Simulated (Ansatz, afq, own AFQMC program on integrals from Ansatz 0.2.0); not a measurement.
# Where AFQMC and coupled cluster stand for AlGe, quartet

```xyz
2

Ge    0.0000    0.0000    0.0000
Al    0.0000    0.0000    2.4669
```

Basis cc-pVTZ. Noble-gas cores (and the filled d shells of Ga–Kr and In–Xe) are frozen. Integrals, coupled cluster, full CI and functionals: Ansatz 0.2.0; the random walks run on the same integrals in our own AFQMC program. ph-AFQMC/CISD is guided by a CISD state made of CCSD amplitudes; releasing the constraint for a short imaginary time cuts its bias at the price of noise, slowly where states lie close. Error bars are statistical, one sigma. No spin–orbit coupling.

Determinant: UHF, the one that the program's search chose, which needn't be the lowest solution. The geometry is a PBE0/def2-TZVP stationary point of this or a neighbouring charge and spin state.

No full CI on the walks' own integrals is used here; CCSDT(Q) serves as the reference and is uncertain by about the last step of the cluster series.

Cautions: no relativity below Rb; no spin-orbit coupling; inner d shell frozen; lower spins were not checked; the released energies are still falling, so no released level is given (meV from the phaseless value at times in 1/Eh: -4 ± 3 at 0.24, -9 ± 3 at 0.51, -17 ± 3 at 0.99, -21.0 ± 2.1 at 1.62, -23.9 ± 2.2 at 2.40).

```
T1 diagnostic                               : 0.0324
weight of the determinant in the CISD state : 0.863
⟨S²⟩ of the determinant                     : 3.771
size of the correlated space                : 7 electrons in 58 orbitals
```

Reference: CCSDT(Q), correlation energy -4.025 eV.

```tsv
level	E − E(reference) (mEh)	share of correlation (%)
HF	147.91	0.00
MP2	34.96	76.37
CCSD	10.00	93.24
CCSD(T)	2.16	98.54
CCSDT	0.55	99.63
ph-AFQMC/HF	3.30 ± 0.78	97.77
ph-AFQMC/CISD	1.29 ± 0.11	99.13
```

A walk keeps the symmetry of its determinant, which the program's search chose and which needn't be the lowest solution, so a lower state of the same spin and another symmetry isn't excluded.
